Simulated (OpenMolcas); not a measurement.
## BCl⁺ at 1.603 Å: OpenMolcas input and output

Input (each module block was a call of its own in one work directory; start orbitals came from a preliminary run):

```
&GATEWAY
Coord
2
angstrom
Cl 0.0 0.0 0.0
B 0.0 0.0 1.6030
Basis=ANO-RCC-VTZP
Group=XY
RX2C
AMFI
ANGMom
0.0 0.0 0.0
RICD
&SEWARD
&GUESSORB
* RASSCF and CASPT2 blocks for each multiplicity and irrep, as for the first:
&RASSCF
FileOrb=$CurrDir/o21.orb
Symmetry=1
Spin=2
nActEl=7 0 0
Inactive=5 2
RAS2=3 4
CIRoot=1 1 1
Linear
Iterations=120 100
OrbListing=Nothing
PRWF=0.15
>>COPY $Project.RasOrb $CurrDir/o21.orb
>>COPY $Project.rasscf.h5 $CurrDir/r21.h5
&CASPT2
XMultistate=all
Imaginary=0.2
IPEA=0.25
MaxIter=40
>>COPY $Project.JobMix JOB001
&RASSI
Nr of JobIphs=3 1 4 3
1
1 2 3 4
1 2 3
SpinOrbit
EJob
Omega
MEES
MESO
Properties=4
'AngMom' 3 'Mltpl  1' 1 'Mltpl  1' 2 'Mltpl  1' 3
Thrs=1.0d-4
>>COPY $Project.rassi.h5 $CurrDir/so.h5
```

```bash
pymolcas m.inp
```

C2 symmetry about the axis (a holds Σ, Δ, Γ; b holds Π, Φ, H; Σ⁺ and Σ⁻ are not told apart); roots by multiplicity and irrep: 2a 1, 2b 4, 4a 3.

RASSI part of the output, in excerpt:

```
SPIN-FREE ENERGIES:
  (Shifted by EMIN (a.u.) =       -485.4882441043)
 SF State       Relative EMIN(au)   Rel lowest level(eV)    D:o, cm**(-1)      Abs_M
     1             0.0000000000        0.0000000000              0.0000         0.0
     2             0.1590730630        4.3285985589          34912.5019         1.0
     3             0.1590730735        4.3285988443          34912.5042         1.0
     4             0.1883875497        5.1262863793          41346.2880         1.0
     5             0.1883875586        5.1262866224          41346.2900         1.0
     6             0.2138266129        5.8185185544          46929.5171         0.0
     7             0.2305057371        6.2723806445          50590.1617         2.0
     8             0.2305731252        6.2742143672          50604.9517         2.0
++ Dipole transition strengths (spin-free states):
     for osc. strength at least  1.00000000E-05
      From   To        Osc. strength     Einstein coefficients Ax, Ay, Az (sec-1)    Total A (sec-1)
         1    2       1.43443696E-03  3.45857380E+05  8.20376456E+05  0.00000000E+00  1.16623384E+06
         1    3       1.43443343E-03  8.20374539E+05  3.45856577E+05  0.00000000E+00  1.16623112E+06
         1    4       3.55614196E-02  1.81033989E+07  2.24469287E+07  0.00000000E+00  4.05503276E+07
         1    5       3.55614101E-02  2.24469232E+07  1.81033975E+07  0.00000000E+00  4.05503207E+07
         2    4       1.68112515E-02  0.00000000E+00  0.00000000E+00  4.64168343E+05  4.64168343E+05
         2    5       3.28445981E-04  0.00000000E+00  0.00000000E+00  9.06858833E+03  9.06858833E+03
         3    4       3.28445635E-04  0.00000000E+00  0.00000000E+00  9.06856678E+03  9.06856678E+03
         3    5       1.68112414E-02  0.00000000E+00  0.00000000E+00  4.64168014E+05  4.64168014E+05
 Electric-quadrupole - electric-quadrupole not included
 Electric-dipole - electric-octupole not included
 Electric-dipole - magnetic-quadrupole not included
   Eigenvalues of complex Hamiltonian:
  (Shifted by EMIN (a.u.) =       -485.4882441043)
 SO State       Relative EMIN(au)   Rel lowest level(eV)    D:o, cm**(-1)      Omega
     1            -0.0000027441        0.0000000000              0.0000         0.5
     2            -0.0000027441        0.0000000000              0.0000         0.5
     3             0.1582306439        4.3057498397          34728.2145         1.5
     4             0.1582306439        4.3057498397          34728.2145         1.5
     5             0.1598738996        4.3504651043          35088.8674         0.5
     6             0.1598738996        4.3504651043          35088.8674         0.5
     7             0.1882988086        5.1239462805          41327.4139         1.5
     8             0.1882988086        5.1239462805          41327.4139         1.5
     9             0.1884844946        5.1289990564          41368.1672         0.5
    10             0.1884844946        5.1289990564          41368.1672         0.5
    11             0.2138307335        5.8187053521          46931.0237         0.5
    12             0.2138307335        5.8187053521          46931.0237         0.5
    13             0.2138392266        5.8189364604          46932.8877         1.5
    14             0.2138392266        5.8189364604          46932.8877         1.5
    15             0.2294348194        6.2433141595          50355.7247         3.5
    16             0.2294348194        6.2433141595          50355.7247         3.5
    17             0.2301698687        6.2633158694          50517.0493         2.5
    18             0.2301698687        6.2633158694          50517.0493         2.5
    19             0.2309139511        6.2835633837          50680.3566         1.5
    20             0.2309139511        6.2835633837          50680.3566         1.5
    21             0.2316584935        6.3038234163          50843.7647         0.5
    22             0.2316584935        6.3038234163          50843.7647         0.5
 Weights of the five most important spin-orbit-free states for each spin-orbit state.
 SO State  Total energy (au)           Spin-free states, spin, and weights
    1        -0.000003       1 0.5  1.0000    2 0.5  0.0000    3 0.5  0.0000    4 0.5  0.0000    5 0.5  0.0000
    2        -0.000003       1 0.5  1.0000    2 0.5  0.0000    3 0.5  0.0000    4 0.5  0.0000    5 0.5  0.0000
    3         0.158231       2 0.5  0.4997    3 0.5  0.4997    5 0.5  0.0003    4 0.5  0.0003    6 1.5  0.0001
    4         0.158231       2 0.5  0.4997    3 0.5  0.4997    5 0.5  0.0003    4 0.5  0.0003    6 1.5  0.0001
    5         0.159874       3 0.5  0.4996    2 0.5  0.4996    4 0.5  0.0003    5 0.5  0.0003    7 1.5  0.0000
    6         0.159874       3 0.5  0.4996    2 0.5  0.4996    4 0.5  0.0003    5 0.5  0.0003    7 1.5  0.0000
    7         0.188299       4 0.5  0.4995    5 0.5  0.4995    6 1.5  0.0004    3 0.5  0.0003    2 0.5  0.0003
    8         0.188299       4 0.5  0.4995    5 0.5  0.4995    6 1.5  0.0004    3 0.5  0.0003    2 0.5  0.0003
    9         0.188484       5 0.5  0.4995    4 0.5  0.4995    2 0.5  0.0003    3 0.5  0.0003    6 1.5  0.0001
   10         0.188484       5 0.5  0.4995    4 0.5  0.4995    2 0.5  0.0003    3 0.5  0.0003    6 1.5  0.0001
   11         0.213831       6 1.5  0.9999    4 0.5  0.0001    5 0.5  0.0001    2 0.5  0.0000    3 0.5  0.0000
   12         0.213831       6 1.5  0.9999    4 0.5  0.0001    5 0.5  0.0001    2 0.5  0.0000    3 0.5  0.0000
   13         0.213839       6 1.5  0.9996    5 0.5  0.0002    4 0.5  0.0002    3 0.5  0.0000    2 0.5  0.0000
   14         0.213839       6 1.5  0.9996    5 0.5  0.0002    4 0.5  0.0002    3 0.5  0.0000    2 0.5  0.0000
   15         0.229435       7 1.5  0.5151    8 1.5  0.4849    5 0.5  0.0000    4 0.5  0.0000    2 0.5  0.0000
   16         0.229435       7 1.5  0.5151    8 1.5  0.4849    5 0.5  0.0000    4 0.5  0.0000    2 0.5  0.0000
   17         0.230170       7 1.5  0.5453    8 1.5  0.4547    5 0.5  0.0000    4 0.5  0.0000    2 0.5  0.0000
   18         0.230170       7 1.5  0.5453    8 1.5  0.4547    5 0.5  0.0000    4 0.5  0.0000    2 0.5  0.0000
   19         0.230914       8 1.5  0.5452    7 1.5  0.4547    5 0.5  0.0000    4 0.5  0.0000    3 0.5  0.0000
   20         0.230914       8 1.5  0.5452    7 1.5  0.4547    5 0.5  0.0000    4 0.5  0.0000    3 0.5  0.0000
   21         0.231658       8 1.5  0.5150    7 1.5  0.4847    5 0.5  0.0001    4 0.5  0.0001    3 0.5  0.0000
   22         0.231658       8 1.5  0.5150    7 1.5  0.4847    5 0.5  0.0001    4 0.5  0.0001    3 0.5  0.0000
++ Dipole transition strengths (SO states):
        for osc. strength at least   1.00000000E-05
      From   To        Osc. strength     Einstein coefficients Ax, Ay, Az (sec-1)    Total A (sec-1)
         1    3       1.13931584E-03  4.58268111E+05  4.58271571E+05  0.00000000E+00  9.16539682E+05
         1    5       1.78632841E-03  7.33521635E+05  7.33519306E+05  0.00000000E+00  1.46704094E+06
         1    7       3.58675291E-02  2.04309203E+07  2.04311291E+07  0.00000000E+00  4.08620494E+07
         1    9       3.51582960E-02  2.00666477E+07  2.00664429E+07  0.00000000E+00  4.01330907E+07
         1   13       1.78221597E-05  1.30926374E+04  1.30926358E+04  0.00000000E+00  2.61852733E+04
         1   21       1.21842050E-05  1.05047292E+04  1.05047277E+04  0.00000000E+00  2.10094569E+04
         2    4       1.13931584E-03  4.58268111E+05  4.58271571E+05  0.00000000E+00  9.16539682E+05
         2    6       1.78632841E-03  7.33521635E+05  7.33519306E+05  0.00000000E+00  1.46704094E+06
         2    8       3.58675291E-02  2.04309203E+07  2.04311291E+07  0.00000000E+00  4.08620494E+07
         2   10       3.51582960E-02  2.00666477E+07  2.00664429E+07  0.00000000E+00  4.01330907E+07
         2   14       1.78221597E-05  1.30926374E+04  1.30926359E+04  0.00000000E+00  2.61852733E+04
         2   22       1.21842050E-05  1.05047292E+04  1.05047277E+04  0.00000000E+00  2.10094569E+04
         3    7       1.68555144E-02  0.00000000E+00  0.00000000E+00  4.89628549E+05  4.89628549E+05
         3   13       1.29456344E-05  0.00000000E+00  0.00000000E+00  1.28622775E+03  1.28622775E+03
         4    8       1.68555144E-02  0.00000000E+00  0.00000000E+00  4.89628549E+05  4.89628549E+05
         4   14       1.29456344E-05  0.00000000E+00  0.00000000E+00  1.28622775E+03  1.28622775E+03
         5    9       1.73816281E-02  0.00000000E+00  0.00000000E+00  4.57146202E+05  4.57146202E+05
         5   21       1.07770135E-05  0.00000000E+00  0.00000000E+00  1.78431614E+03  1.78431614E+03
         6   10       1.73816281E-02  0.00000000E+00  0.00000000E+00  4.57146202E+05  4.57146202E+05
         6   22       1.07770135E-05  0.00000000E+00  0.00000000E+00  1.78431614E+03  1.78431614E+03
         7   13       1.13017502E-05  0.00000000E+00  0.00000000E+00  2.36871379E+02  2.36871379E+02
         8   14       1.13017502E-05  0.00000000E+00  0.00000000E+00  2.36871379E+02  2.36871379E+02
         9   21       1.13772237E-05  0.00000000E+00  0.00000000E+00  6.81383686E+02  6.81383686E+02
        10   22       1.13772237E-05  0.00000000E+00  0.00000000E+00  6.81383686E+02  6.81383686E+02
 Electric-quadrupole - electric-quadrupole not included
 Electric-dipole - electric-octupole not included
 Electric-dipole - magnetic-quadrupole not included
```

Only roots inside an energy window near the equilibrium distance were included, so the list of states is not complete; labels number the states computed. Each spin and symmetry block has orbitals of its own, averaged over its own roots, so gaps between blocks are less sure than gaps within one and near the minimum can be off by tenths of an eV, in bad cases by more. No Rydberg orbitals are active, so Rydberg states, and σ→σ* states whose orbital the CASSCF left unused, can be missing between those listed. CASPT2 splits the two components of degenerate states numerically, here by up to 15 cm⁻¹. No roots were computed in block 4b (none fell in the window or the block failed), so states of that kind are missing and can lie low or lowest.
